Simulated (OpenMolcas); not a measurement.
# One shape, several levels: AlBH4 (SMILES [BH2][AlH2])

Wanted: a comparison of 5 runs (HF/STO-3G, B3LYP/6-31G*, B3LYP/def2-SVP, PBE0/6-31G**, TPSSh/cc-pVTZ) of AlBH4. 

Program for the calculation: OpenMolcas 26.06.

8 further runs of the same task are left out: 8 set aside as unsound or not needed.

## Step 1: The molecule

The species is AlBH4 (6 atoms), meant as a singlet with charge 0. SMILES: `[BH2][AlH2]`. The shape comes from GFN2-xTB, which is rough for such elements, and wasn't checked as a minimum.

Bond lengths: B1–Al2 2.087 Å, B1–H3 1.180 Å, B1–H4 1.180 Å, Al2–H5 1.565 Å, Al2–H6 1.565 Å. Angles: B1–Al2–H5 125.1°, B1–Al2–H6 125.2°, Al2–B1–H3 123.2°, Al2–B1–H4 123.1°, H5–Al2–H6 109.6°, H3–B1–H4 113.7°.

## Step 2: Energy and gradient at HF/STO-3G (run 1)

Input file input.xyz:

```xyz
6

B     -0.029530    -1.128080     0.039240
Al     0.023770     0.956900    -0.033730
H     -0.860940    -1.732970     0.618250
H      0.771270    -1.812040    -0.493170
H      1.070420     1.804110    -0.831710
H     -0.975000     1.912090     0.701120
```

Input file mol.inp:

```
>>> EXPORT MOLCAS_PRINT=2

&GATEWAY
  BasLib=$CurrDir
  Coord=input.xyz
  Basis=STO-3G
  Group=NoSym

&SEWARD

&SCF
  Thresholds=1e-10 1e-07 1e-07 1e-05
  PrOrbitals=1

&ALASKA
```

The basis set STO-3G is read from a file made from the Basis Set Exchange's data (not shown).

On the command line:

```console
export MOLCAS_MEM=1860
pymolcas mol.inp > mol.log
```

What it wrote:

```text
--- Start Module: gateway ---
[...]
--- Stop Module: gateway /rc=_RC_ALL_IS_WELL_ ---
[...]
      Basis functions           18
[...]
--- Start Module: scf ---
[...]
       Convergence after   9 Iterations
[...]
::    Total SCF energy                               -265.6458295276
[...]
      Total spin, S                                     0.0000000000
[...]
      Total electronic charge=   22.000000
      Total            charge=   -0.000000
[...]
      Dipole Moment (debye):
      Origin of the operator (angstrom)=    0.0077    0.3230   -0.0115
                   X= -1.4250E-02               Y= -3.8087E-01               Z=  1.2002E-02           Total=  3.8132E-01
      Quadrupole Moment (debye*angstrom):
[...]
--- Stop Module: scf /rc=_RC_ALL_IS_WELL_ ---
--- Start Module: alaska ---
[...]
 *              Molecular gradients               *
 **************************************************
  Irreducible representation: a
 ------------------------------------------------------------------------------------------
                              X                       Y                       Z
 ------------------------------------------------------------------------------------------
  B1               -2.86289878370219E-04   -5.33128624097623E-03    6.85806138466805E-05
  AL2              -9.94385473325712E-04   -3.62162526771952E-02    1.30238462528483E-03
  H3               -7.07353212594231E-03   -6.75777774826414E-03    5.20293425299201E-03
  H4                6.84644489021347E-03   -7.42498346988718E-03   -4.61858905383039E-03
  H5                2.15238663084873E-02    2.67580962043072E-02   -1.64056514389448E-02
  H6               -2.00161037210620E-02    2.89722039320206E-02    1.44503410006482E-02
 ------------------------------------------------------------------------------------------
[...]
```

It took 1.8 s on 1 thread of Arm Neoverse V1, shared host; peak memory 0.37 GiB.

## Step 3: Energy and gradient at B3LYP/6-31G(d) (Cartesian functions) (run 2)

Input file mol.xyz:

```xyz
6

B     -0.029530    -1.128080     0.039240
Al     0.023770     0.956900    -0.033730
H     -0.860940    -1.732970     0.618250
H      0.771270    -1.812040    -0.493170
H      1.070420     1.804110    -0.831710
H     -0.975000     1.912090     0.701120
```

Input file mol.input:

```
&GATEWAY
  BasLib=$CurrDir
  Coord=mol.xyz
  Basis=6-31Gs
  Group=NoSym

&SEWARD
  GridInput
  Grid=UltraFine
  End of Grid

&SCF
  KSDFT=B3LYP
  Thresholds=1e-10 1e-07 1e-07 1e-05
  PrOrbitals=1 2

&ALASKA
```

The basis set 6-31G* is read from a file made from the Basis Set Exchange's data (not shown).

On the command line:

```console
export MOLCAS_MEM=1860
pymolcas mol.input > mol.log
```

What it wrote:

```text
--- Start Module: gateway ---
[...]
--- Stop Module: gateway /rc=_RC_ALL_IS_WELL_ ---
[...]
      Basis functions           42
[...]
--- Start Module: scf ---
[...]
       Convergence after  10 Iterations
[...]
::    Total KS-DFT energy                            -269.6146436887
[...]
      Total spin, S                                     0.0000000000
[...]
      Total electronic charge=   22.000000
      Total            charge=   -0.000000
[...]
      Dipole Moment (debye):
      Origin of the operator (angstrom)=    0.0077    0.3230   -0.0115
                   X= -2.8484E-02               Y= -1.0036E+00               Z=  3.4156E-02           Total=  1.0046E+00
      Quadrupole Moment (debye*angstrom):
[...]
--- Stop Module: scf /rc=_RC_ALL_IS_WELL_ ---
[...]
--- Start Module: alaska ---
[...]
 *              Molecular gradients               *
 **************************************************
  Irreducible representation: a
 ------------------------------------------------------------------------------------------
                              X                       Y                       Z
 ------------------------------------------------------------------------------------------
  B1                1.43971251109862E-04    8.21099527171398E-03   -3.59653131336207E-04
  AL2              -3.43257581623249E-04   -1.33663095533705E-02    4.98065174330570E-04
  H3                6.99942188764235E-03    4.05002713741509E-03   -4.56646799909222E-03
  H4               -6.71873891577301E-03    4.70178839916668E-03    4.30683361648976E-03
  H5               -8.02646809036700E-03   -1.37912780469485E-03    6.23186639817730E-03
  H6                7.94507144901191E-03   -2.21737345023043E-03   -6.11064405857187E-03
 ------------------------------------------------------------------------------------------
[...]
```

Run time: 9.6 s. Hardware: 1 thread of Arm Neoverse V1, shared host; peak memory 0.38 GiB.

## Step 4: Energy and gradient at B3LYP/def2-SVP (run 3)

Input file calc.input:

```
>>> EXPORT MOLCAS_PRINT=2

&GATEWAY
 BasLib=$CurrDir
 Coord
 6
 angstrom
 B       -0.029530      -1.128080       0.039240
 Al       0.023770       0.956900      -0.033730
 H       -0.860940      -1.732970       0.618250
 H        0.771270      -1.812040      -0.493170
 H        1.070420       1.804110      -0.831710
 H       -0.975000       1.912090       0.701120
 Basis=def2-SVP
 Group=NoSym

&SEWARD
 GridInput
 Grid=UltraFine
 End of Grid

&SCF
 KSDFT=B3LYP
 Thresholds=1e-10 1e-07 1e-07 1e-05
 PrOrbitals=1

&ALASKA
```

The basis set def2-SVP is read from a file made from the Basis Set Exchange's data (not shown).

On the command line:

```console
export MOLCAS_MEM=1860
pymolcas calc.input > calc.log
```

What it wrote:

```text
--- Start Module: gateway ---
[...]
--- Stop Module: gateway /rc=_RC_ALL_IS_WELL_ ---
[...]
      Basis functions           52
[...]
--- Start Module: scf ---
[...]
       Convergence after  10 Iterations
[...]
::    Total KS-DFT energy                            -269.5311281034
[...]
      Total spin, S                                     0.0000000000
[...]
      Total electronic charge=   22.000000
      Total            charge=   -0.000000
[...]
      Dipole Moment (debye):
      Origin of the operator (angstrom)=    0.0077    0.3230   -0.0115
                   X= -2.8031E-02               Y= -9.8251E-01               Z=  3.3497E-02           Total=  9.8348E-01
      Quadrupole Moment (debye*angstrom):
[...]
--- Stop Module: scf /rc=_RC_ALL_IS_WELL_ ---
[...]
--- Start Module: alaska ---
[...]
 *              Molecular gradients               *
 **************************************************
  Irreducible representation: a
 ------------------------------------------------------------------------------------------
                              X                       Y                       Z
 ------------------------------------------------------------------------------------------
  B1                6.31676270454462E-06    2.36186050466269E-03   -1.46779942265640E-04
  AL2              -3.60983029254754E-04   -1.39303638320518E-02    5.17669473262289E-04
  H3                1.08553132782114E-02    6.46937471721110E-03   -7.23708783764287E-03
  H4               -1.04517271820539E-02    7.48590101259428E-03    6.78702457334301E-03
  H5               -7.55474474190865E-03   -7.98594201447900E-04    5.87618382329147E-03
  H6                7.50582491229279E-03   -1.58817820097878E-03   -5.79701008999112E-03
 ------------------------------------------------------------------------------------------
[...]
```

It took 11 s on 1 thread of Arm Neoverse V1, shared host; peak memory 0.38 GiB.

Run 4 isn't shown in full; the table further down has it.

## Step 5: Energy and forces at TPSSh/cc-pVTZ (run 5)

Input file run.input:

```
&GATEWAY
  BasLib = $CurrDir
  Coord
  6
  angstrom
  B       -0.029530      -1.128080       0.039240
  Al       0.023770       0.956900      -0.033730
  H       -0.860940      -1.732970       0.618250
  H        0.771270      -1.812040      -0.493170
  H        1.070420       1.804110      -0.831710
  H       -0.975000       1.912090       0.701120
  Basis = cc-pVTZ
  Group = NoSym

&SEWARD
  GridInput
  Grid=UltraFine
  End of Grid

&SCF
  KSDFT = HYB_MGGA_XC_TPSSH
  Thresholds = 1e-10 1e-07 1e-07 1e-05
  PrOrbitals = 1 1

&ALASKA
```

The basis set cc-pVTZ is read from a file made from the Basis Set Exchange's data (not shown).

On the command line:

```console
export MOLCAS_MEM=1860
pymolcas run.input > run.log
```

What it wrote:

```text
--- Start Module: gateway ---
[...]
--- Stop Module: gateway /rc=_RC_ALL_IS_WELL_ ---
[...]
      Basis functions          120
[...]
--- Start Module: scf ---
[...]
       Convergence after  10 Iterations
[...]
::    Total KS-DFT energy                            -269.6454374238
[...]
      Total spin, S                                     0.0000000000
[...]
      Total electronic charge=   22.000000
      Total            charge=   -0.000000
[...]
      Dipole Moment (debye):
      Origin of the operator (angstrom)=    0.0077    0.3230   -0.0115
                   X= -2.6181E-02               Y= -9.1059E-01               Z=  3.1014E-02           Total=  9.1150E-01
      Quadrupole Moment (debye*angstrom):
[...]
--- Stop Module: scf /rc=_RC_ALL_IS_WELL_ ---
[...]
--- Start Module: alaska ---
[...]
 *              Molecular gradients               *
 **************************************************
  Irreducible representation: a
 ------------------------------------------------------------------------------------------
                              X                       Y                       Z
 ------------------------------------------------------------------------------------------
  B1                1.96429201328244E-04    1.02413109635613E-02   -4.31914987409229E-04
  AL2              -4.05275003547978E-04   -1.57563742781406E-02    5.81626636477067E-04
  H3                6.25221050205615E-03    3.54669778281402E-03   -4.03996167995380E-03
  H4               -5.99957636756288E-03    4.12760722325367E-03    3.81946292526236E-03
  H5               -7.23796947016742E-03   -7.00743263674974E-04    5.63597038850761E-03
  H6                7.19418113788262E-03   -1.45849842779211E-03   -5.56518328287980E-03
 ------------------------------------------------------------------------------------------
[...]
```

It took 52 s on 1 thread of Arm Neoverse V1, shared host; peak memory 0.76 GiB.

## Step 6: All runs side by side

```tsv
run	level	Cartesian functions	integration grid	energy (Eh)	dipole moment (D)	HOMO energy (eV)	LUMO energy (eV)	wall time
1	HF/STO-3G	no	–	-265.645830	0.38	-8.21	5.98	1.8 s
2	B3LYP/6-31G* (Cartesian functions)	yes	UltraFine	-269.614644	1.00	-7.43	-3.23	9.6 s
3	B3LYP/def2-SVP	no	UltraFine	-269.531128	0.98	-7.54	-3.38	11 s
4	PBE0/6-31G** (spherical functions)	no	UltraFine	-269.422106	0.99	-7.64	-3.07	11 s
5	TPSSh/cc-pVTZ	no	UltraFine	-269.645437	0.91	-7.19	-3.57	52 s
```

## Step 7: What came out

| quantity | value |
| --- | --- |
| run 5: total energy | -269.64544 Eh |
| run 5: dipole moment | 0.91 D |
| run 5: HOMO energy | -7.19 eV |
| run 5: LUMO energy | -3.57 eV |
| run 5: HOMO–LUMO gap | 3.62 eV |
| run 5: largest force on an atom | 0.811 eV/Å |

The dipole moment (its size) runs from 0.38 D (HF/STO-3G) to 1.00 D (B3LYP/6-31G*). The two ends differ in method and basis. The HOMO–LUMO gap runs from 3.62 eV (TPSSh/cc-pVTZ) to 14.20 eV (HF/STO-3G). Totals of different functionals can't be ranked against each other. In run 1 the basis is minimal, so the values are rough. All runs together took 85 s, the longest 52 s.
